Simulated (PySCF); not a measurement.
Molecule: SMILES [SiH2](P)P, H$_{6}$P$_{2}$Si.

Atoms are numbered as in `[PH2:1][SiH2:2][PH2:3]` (H(Xn): hydrogen on atom n).

Geometry PBE0-D3(BJ)/def2-SVP throughout; GIAO in PySCF, gas phase, one conformer, non-relativistic; equivalent atoms averaged; functional PBE0.

Problem. How do the shifts δ (against H3PO4, TMS at the same level) depend on the basis set? (ppm; last column core-seconds on shared hosts with different chips, so compare them loosely)

Solution. 
```
    basis set  functions   P1/P3    Si2  H(Si2)  H(P1)/H(P3)  core-s
       STO-3G         33  -182.3  -27.5    1.67         0.05     1.3
        6-31G         51  -283.2  -27.2    4.31         1.51     2.3
     pcSseg-0         51  -373.1  -83.9    4.52         1.54     3.8
       6-31G*         66  -242.7  -22.0    4.83         1.72     2.9
     def2-SVP         84  -256.9  -46.3    4.74         1.56     3.2
      cc-pVDZ         84  -250.7  -43.0    4.71         1.52       7
     pcSseg-1        102  -285.9  -47.4    4.70         1.73     8.8
  aug-cc-pVDZ        135  -267.9  -47.4    4.96         1.72      12
6-311+G(2d,p)        141  -291.0  -48.0    5.04         1.92     7.8
    def2-TZVP        147  -296.9  -50.4    5.04         1.88     7.6
      cc-pVTZ        186  -286.2  -48.1    4.83         1.68      20
     IGLO-III        192  -288.3  -50.3    4.92         1.74      17
     pcSseg-2        213  -290.6  -51.3    4.73         1.84      14
```

Problem. Which nucleus moves most, in ppm?

Solution. P1/P3 (phosphorus bonded to Si, 2 H): from -373.1 ppm with pcSseg-0 to -182.3 ppm with STO-3G. The smallest spread is 1.87 ppm, at H(P1)/H(P3).

Problem. Taking the largest basis, pcSseg-2 (213 functions), as the yardstick, rank the others by their worst heavy-atom deviation.

Solution. IGLO-III 2.2 ppm (192 functions), 6-311+G(2d,p) 3.3 ppm (141 functions), cc-pVTZ 4.4 ppm (186 functions), pcSseg-1 4.6 ppm (102 functions), def2-TZVP 6.4 ppm (147 functions), aug-cc-pVDZ 22.7 ppm (135 functions), 6-31G 24.1 ppm (51 functions), def2-SVP 33.7 ppm (84 functions), cc-pVDZ 39.9 ppm (84 functions), 6-31G* 47.9 ppm (66 functions), pcSseg-0 82.6 ppm (51 functions), STO-3G 108.3 ppm (33 functions).

A small basis that lands close on one nucleus may do so by chance; judge by the trend and by all nuclei.
